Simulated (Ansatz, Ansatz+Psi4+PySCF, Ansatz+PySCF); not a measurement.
```json
{"atom": "Si", "x (Å)": "0.0000", "y (Å)": "0.0000", "z (Å)": "0.0838"}
{"atom": "H", "x (Å)": "0.0000", "y (Å)": "1.4323", "z (Å)": "-0.3716"}
{"atom": "H", "x (Å)": "1.2404", "y (Å)": "-0.7162", "z (Å)": "-0.3716"}
{"atom": "H", "x (Å)": "-1.2404", "y (Å)": "-0.7162", "z (Å)": "-0.3716"}
```

Basis set: cc-pVTZ on H; cc-pV(T+d)Z on Si (spherical functions). Left uncorrelated: 5 orbitals. Correlation on ROHF uses semicanonical orbitals with singles. Charge 0, multiplicity 2.

Computed with Ansatz (development build ahead of 0.2.0); each method stands on the lowest determinant of its kind that the runs found.

The atomization energy at this shape (free ground-state atoms in the same class of orbitals less the molecule, no zero-point energy) of doublet SiH₃:

| method | atomization energy |
| --- | --- |
| UHF-MP2 | 9.42 eV |
| ROHF | 7.85 eV |

**Question.** What does ROHF-CCSD(T) give?

**Answer.** 9.67 eV.
